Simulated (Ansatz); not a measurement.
# Al₂H₂ (triplet): wave-function methods side by side at distance Al1–H3 = 3.394 Å, 6-31G

How much of the correlation energy of Al₂H₂ (triplet) does each wave-function method recover here?

The runs use Ansatz 0.2.0, Gaussian basis; 6-31G, core rule «outside noble gas», up to 10 orbitals frozen.

Plan: UHF; CCSD(T) on ROHF; CCSD(T) on UHF; BCCD(T) on ROHF; CISD; CCSDT(Q) on ROHF; CCSDT(Q) on UHF; CISDTQ; CASSCF and MRCISD+Q, 4 electrons in 4 orbitals; CASSCF and NEVPT2, 4 electrons in 4 orbitals; CASSCF and MRCISD+Q, 8 electrons in 10 orbitals; CASSCF and NEVPT2, 8 electrons in 10 orbitals; Full CI.

15 further runs of the same task are left out: 9 that didn't finish, 6 set aside as unsound or not needed.

## (1) The system

The geometry derives from a PBE0/def2-TZVP stationary point (not a proven minimum). One bond is set to the value named and the two fragments are kept rigid.

4 atoms, charge 0, spin multiplicity 3.

Atoms are counted from 1 here; the program's logs count them from 0.

Bond lengths: Al1–Al2 2.300 Å, Al2–H4 1.575 Å. Angles: Al1–Al2–H4 180.0°.

## (2) UHF

Input file in.yaml:

```yaml
crystal:
  periodic: [false, false, false]
  atoms:
    - {symbol: Al, position_ang: [0.000000, 0.000000, 0.695142]}
    - {symbol: Al, position_ang: [0.000000, 0.000000, -1.604870]}
    - {symbol: H, position_ang: [0.000000, 0.000000, 4.089142]}
    - {symbol: H, position_ang: [0.000000, 0.000000, -3.179413]}
basis:
  gaussian: {orbitals: 6-31G}
magnetization: {spin_polarized: true, initial_magnetization: 2}
hamiltonian: {xc: hf}
output: {orbitals: {seedname: orbitals}}
```

The run is started by

```sh
$ ansatz run in.yaml --threads 1 --pin off --events-out ev --progress --plain --max-ram 2393MiB
```

The runs that follow: CCSD(T) on ROHF; CCSD(T) on UHF; BCCD(T) on ROHF; CISD; CCSDT(Q) on ROHF; CCSDT(Q) on UHF; CISDTQ; CASSCF and MRCISD+Q, 4 electrons in 4 orbitals; CASSCF and NEVPT2, 4 electrons in 4 orbitals; CASSCF and MRCISD+Q, 8 electrons in 10 orbitals; CASSCF and NEVPT2, 8 electrons in 10 orbitals; Full CI.

**Question.** What will the summary of the whole plan be? Wanted: FCI below the RHF energy; RMP2 from FCI; UMP2 from FCI; RCCSD from FCI; RCCSD(T) from FCI; UCCSD(T) from FCI; RCCSDT(Q) from FCI; UCCSDT(Q) from FCI; NEVPT2 pair from FCI.

As calculated:

| quantity | value |
| --- | --- |
| FCI below the RHF energy | -2.5123 eV |
| RMP2 from FCI | +2218.0 meV |
| UMP2 from FCI | +677.5 meV |
| RCCSD from FCI | +168.0 meV |
| RCCSD(T) from FCI | +20.9 meV |
| UCCSD(T) from FCI | +58.4 meV |
| RCCSDT(Q) from FCI | +0.4 meV |
| UCCSDT(Q) from FCI | +4.9 meV |
| NEVPT2 pair from FCI | +676.0 meV |
| MRCISD+Q pair from FCI | -3.6 meV |
| NEVPT2 valence from FCI | +155.7 meV |
| levels within 1 kcal/mol (43 meV) | RCCSD(T), RCCSDT, UCCSDT, CISDTQ, RCCSDT(Q), UCCSDT(Q), MRCISD+Q pair, MRCISD valence, MRCISD+Q valence |
| T1 diagnostic | 0.228 |
| effectively unpaired electrons | 3.73 |

RCCSD(T) misses by +20.9 meV, 0.8 % of the correlation energy. CCSD(T) misses by +20.9 meV on the restricted determinant and by +58.4 meV on the unrestricted one; the two need not hold the same state or core. MRCISD+Q pair falls below full CI: the +Q correction isn't variational, and the cores differ from full CI's. The occupations show strong static correlation (3.7 unpaired electrons where one determinant has 2). Coupled cluster on one determinant still stays close here. Of the multireference levels listed MRCISD+Q pair comes nearest in total energy (-3.6 meV), which doesn't show that its space is the better one. Coupled cluster took another determinant than the lowest Hartree-Fock one. These misses are within one basis, not against nature; the frozen cores of restricted and unrestricted runs differ, which can shift their rows.
